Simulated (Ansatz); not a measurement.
Wavefunction ladder for C₃H₃F₃ (`FCC=C(F)F`)

Z-matrix (Å, degrees):
```
C
C 1 1.482
F 1 1.389 2 110.4
H 1 1.094 2 110.9 3 118.3
H 1 1.092 2 111.5 3 -119.9
C 2 1.319 1 123.0 3 111.6
H 2 1.082 1 119.9 3 -67.3
F 6 1.312 2 125.6 1 0.9
F 6 1.310 2 124.6 1 180.0
```

The species carries charge 0 and has multiplicity 1. The structure was optimised at the PBE0-D4/def2-TZVP level. It is one conformer, not always the lowest. Frozen core, restricted reference, Ansatz. CBS rows extrapolate triple and quadruple zeta; past MP2 they add the triple-zeta difference.

```
     basis     HF (Eh)  MP2 corr.  CCSD corr.       (T)  CCSD(T) total
def2-TZVPP  -413.80736   -1.22019    -1.24053  -0.04428     -415.09217
def2-QZVPP           ?   -1.32404           –         –              –
 CBS(def2)           ?          ?           ?     as TZ              ?
```

Task: Fill in the withheld values. (An estimate is asked.)

Result: Ansatz gave: def2-QZVPP HF (Eh): -413.82545; CBS(def2) HF (Eh): -413.82794; CBS(def2) MP2 corr.: -1.40096; CBS(def2) CCSD corr.: -1.42130; CBS(def2) CCSD(T) total: -415.29352.
